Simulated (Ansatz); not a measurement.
These are PBE-D3(BJ)/def2-TZVP (Ansatz, an electronic-structure program) values and carry that method's errors. No frequencies were computed at this level.

Ansatz 0.2 input:
```yaml
crystal:
  periodic: [false, false, false]
  atoms:
    - { symbol: C, position_ang: [-0.000002, 0.000012, -0.000117] }
    - { symbol: H, position_ang: [1.042394, -0.229836, -0.003629] }
    - { symbol: H, position_ang: [-0.720203, -0.787858, -0.000465] }
    - { symbol: H, position_ang: [-0.322189, 1.017682, 0.004211] }
basis:
  gaussian: { orbitals: def2-tzvp }
hamiltonian:
  xc: pbe
  dispersion: d3bj
relax:
  max_steps: 150
magnetization:
  spin_polarized: true
  initial_magnetization: 1
```

Output:

```
Functional definition: PBE
312 factors; their error is unknown
mean field evaluation 1: about -1078.2711 eV, gradient 3.0e1 eV
mean field evaluation 2: about -1074.9734 eV, gradient 3.7e1 eV
mean field evaluation 4: about -1082.6822 eV, gradient 8.7e-2 eV
mean field evaluation 8: about -1082.6684 eV, gradient 6.9e-3 eV
mean field -1082.66844792 eV, -39.7873316021 hartree, gradient 6.4e-6 eV, S^2 0.753598; 0 other end points of the search recorded, 0 dependent functions left out
reference -1082.66847449 eV, -39.7873325786 hartree; 5, 4 occupied and 44, 45 virtual orbitals, 312 factors
relax step   1: F+E_penalty+E_count = -1082.69155417 eV  Δ(F+E_penalty+E_count) = +0.000e0 eV  max|allowed force component| = 6.980e-1 eV/Å  Δτ_max = 0.0000 Å  (23 SCF iters, accepted)
these checks for a lower state are left out or cut short: starts, cluster_reference, orbital_swaps, neighbouring_geometries, increment
312 factors; their error is unknown
mean field evaluation 16: about -1082.7012 eV, gradient 1.6e-3 eV
mean field -1082.68753199 eV, -39.7880329286 hartree, gradient 4.2e-6 eV, S^2 0.753726; 0 other end points of the search recorded, 0 dependent functions left out
reference -1082.68755863 eV, -39.7880339076 hartree; 5, 4 occupied and 44, 45 virtual orbitals, 312 factors
relax step   2: F+E_penalty+E_count = -1082.71062217 eV  Δ(F+E_penalty+E_count) = -1.907e-2 eV  max|allowed force component| = 1.814e-1 eV/Å  Δτ_max = 0.0143 Å  (28 SCF iters, accepted)
these checks for a lower state are left out or cut short: starts, cluster_reference, orbital_swaps, neighbouring_geometries, increment
312 factors; their error is unknown
mean field -1082.60153807 eV, -39.7848727104 hartree, gradient 4.3e-6 eV, S^2 0.753468; 0 other end points of the search recorded, 0 dependent functions left out
reference -1082.60156584 eV, -39.7848737308 hartree; 5, 4 occupied and 44, 45 virtual orbitals, 312 factors
relax step   3: F+E_penalty+E_count = -1082.62463112 eV  Δ(F+E_penalty+E_count) = +8.599e-2 eV  max|allowed force component| = 1.059e0 eV/Å  Δτ_max = 0.1640 Å  (31 SCF iters, rejected (line search))
these checks for a lower state are left out or cut short: starts, cluster_reference, orbital_swaps, neighbouring_geometries, increment
312 factors; their error is unknown
mean field evaluation 32: about -1082.6889 eV, gradient 2.0e-1 eV
mean field -1082.68904673 eV, -39.7880885942 hartree, gradient 4.2e-6 eV, S^2 0.753777; 0 other end points of the search recorded, 0 dependent functions left out
reference -1082.68907340 eV, -39.7880895743 hartree; 5, 4 occupied and 44, 45 virtual orbitals, 312 factors
relax step   4: F+E_penalty+E_count = -1082.71213069 eV  Δ(F+E_penalty+E_count) = -1.509e-3 eV  max|allowed force component| = 8.137e-3 eV/Å  Δτ_max = 0.0058 Å  (27 SCF iters, accepted)
312 factors; their error is unknown
mean field -1082.68904673 eV, -39.7880885942 hartree, gradient 1.8e-5 eV, S^2 0.753777; 1 other end points of the search recorded, 0 dependent functions left out
reference -1082.68907340 eV, -39.7880895743 hartree; 5, 4 occupied and 44, 45 virtual orbitals, 312 factors
Total energy: -1082.71215735 eV, -39.7889378941 hartree
Atom 0 at    -0.000001     0.000003    -0.000300 Å, force     0.000023    -0.000116     0.001003 eV/Å
Atom 1 at     1.061751    -0.234073    -0.003636 Å, force    -0.008137     0.001815    -0.000306 eV/Å
Atom 2 at    -0.733594    -0.802468    -0.000413 Å, force     0.005618     0.006169    -0.000331 eV/Å
Atom 3 at    -0.328155     1.036539     0.004349 Å, force     0.002496    -0.007867    -0.000367 eV/Å
Dipole moment:     0.000000    -0.000001     0.000181 e Å
```

Cost: around 2.5 core-seconds (rough).
